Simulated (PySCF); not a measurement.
## The electron affinity along group 14

All values are computed (PySCF 2.14, energy differences of UHF-based or UKS calculations, no spin-orbit coupling). Values in eV. The last column holds reference values (measured affinities from photodetachment; the arrow runs from anion to atom). Unmarked ones compare directly (S terms, centres of terms, or small fine structure); those marked * lie between the lowest fine-structure levels and include a spin-orbit shift.

```csv
element,configurations,UHF,LDA,PBE0,r2SCAN,MP2 (valence and next inner shell),SCS-MP2 (valence and next inner shell),reference
"C (x2c-QZVPPall with one added diffuse shell each of s, p, d, f type, spin-free X2C)",[He] 2s2 2p3 → [He] 2s2 2p2,0.448,1.806,1.412,1.485,1.283,0.986,1.262
"Si (x2c-QZVPPall with one added diffuse shell each of s, p, d, f type, spin-free X2C)",[Ne] 3s2 3p3 → [Ne] 3s2 3p2,0.840,1.586,1.449,1.516,1.384,1.203,1.390 *
"Ge (x2c-QZVPPall with one added diffuse shell each of s, p, d, f type, spin-free X2C)",[Ar] 3d10 4s2 4p3 → [Ar] 3d10 4s2 4p2,0.833,1.534,1.371,1.483,1.339,1.157,1.233 *
"Sn (x2c-QZVPPall with one added diffuse shell each of s, p, d, f type, spin-free X2C)",[Kr] 4d10 5s2 5p3 → [Kr] 4d10 5s2 5p2,0.957,1.555,1.418,1.517,1.424,1.258,1.112 *
```

The highest occupied level of the anion is positive for C⁻ at LDA, PBE0, r2SCAN; Si⁻ at LDA, PBE0, r2SCAN; Ge⁻ at LDA, PBE0, r2SCAN; Sn⁻ at LDA, PBE0, r2SCAN, so there the basis helps to hold the electron.

"Valence" correlates the outer s and p shells and, in groups 3 to 12 and the f block, the outer d or f shell, open or full, or the next shell where the ion has no valence electron left; the wider scheme adds the next inner shell.
